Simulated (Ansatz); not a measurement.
Relative stability

Two isomers of C2HS (charge -1), singlet, relaxed at PBE0-D4/def2-TZVPD (vibrations not checked).

A:

```tsv
atom	x (Å)	y (Å)	z (Å)
C1	0.1102	0.4564	0.2298
C2	-0.6078	-0.5125	0.0157
S3	-1.5779	-1.8217	-0.2735
H4	0.7326	1.2966	0.4156
```

B:

C1  (-0.021, -0.394, 0.961)
C2  (-0.188, 0.235, -0.172)
S3  (1.378, -0.883, -0.270)
H4  (2.386, -0.034, 0.052)
(Å)

Computed with Ansatz 0.2.0 (basis: def2-TZVPPD); correlated methods freeze the cores. B3LYP uses VWN-RPA correlation.

Q: Which structure is lower at CCSD(T), and by how much? (Judge from chemistry; the value comes from the calculation.)

A: Computed: A, by 65.83 kcal/mol (electronic energy, against the other). By their contacts, A is C₂HS ([CH][C][S]), total charge -1 and B is C₂HS ([C]1[C][SH]1), total charge -1.

All methods give the same order:

```tsv
method	E(B) − E(A) (kcal/mol)
PBE-D4	67.06
r2SCAN-D4	68.09
PBE0-D4	67.70
B3LYP-D4	69.43
wB97M-V	64.17
HF	67.76
MP2	70.21
CCSD	66.79
CCSD(T)	65.83
```

T1 diagnostic: at most 0.018.

Labels in which every atom is bracketed show which atoms are joined, not bond orders.
